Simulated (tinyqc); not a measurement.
Stretching all distances: RHF, UHF, MP2, CISD and CCSD against full CI in the sto-6g basis, for HF, spin multiplicity 1. Computed by the program tinyqc with PySCF. All coordinates are multiplied by the scale. c0^2 is the weight of the RHF determinant in the lowest singlet FCI state (UHF is spin-contaminated and may lie near states of higher spin) and n(LUMO) the first natural occupation beyond the occupied space.

Geometry (angstrom):
```
atom,x,y,z
F,0.0000,0.0000,0.0000
H,0.0000,0.0000,0.8570
```

Full CI energy (hartree) and errors against it (kcal/mol):
```
scale,distance 1-2 (angstrom),E(FCI),RHF,UHF,MP2,CISD,CCSD,<S^2> UHF,c0^2,n(LUMO)
0.9900,0.8484,-99.505396,13.2800,13.2800,4.1122,0.0000,0.0000,0.0000,0.9890,0.0217
1.1200,0.9598,-99.531059,18.4374,18.4374,6.3081,0.0000,0.0000,0.0000,0.9814,0.0365
1.2400,1.0627,-99.528578,24.4736,24.4736,9.0446,0.0000,0.0000,0.0000,0.9708,0.0573
1.3700,1.1741,-99.512304,32.5656,32.5656,12.8880,0.0000,0.0000,0.0000,0.9542,0.0900
1.5000,1.2855,-99.490336,42.3880,37.9204,17.6966,0.0000,0.0000,0.3116,0.9311,0.1356
1.6200,1.3883,-99.469323,53.0033,35.3583,22.9460,0.0000,0.0000,0.5526,0.9034,0.1904
1.8700,1.6026,-99.432003,79.2423,22.7859,35.5135,0.0000,0.0000,0.8151,0.8284,0.3394
2.0000,1.7140,-99.417828,94.3232,16.5461,42.0714,0.0000,0.0000,0.8831,0.7841,0.4277
```

Estimate the missing row, scale = 1.75.

Computed row:
```
scale   distance 1-2 (angstrom)      E(FCI)      RHF      UHF      MP2    CISD    CCSD  <S^2> UHF    c0^2  n(LUMO)
1.7500                   1.4997  -99.448404  66.0483  29.1608  29.3181  0.0000  0.0000     0.7178  0.8669   0.2629
```

UHF parts from RHF first at scale 1.5 of those listed, where <S^2> leaves zero. The weight c0^2 goes from 0.99 to 0.78 and n(LUMO) from 0.02 to 0.43: static correlation grows as the bonds break into open-shell fragments. The spread of the error along the curve, which distorts its shape, is CISD 0.0, CCSD 0.0, UHF 24.6, MP2 38.0, RHF 81.0 kcal/mol. With one virtual orbital CISD and CCSD are exact.
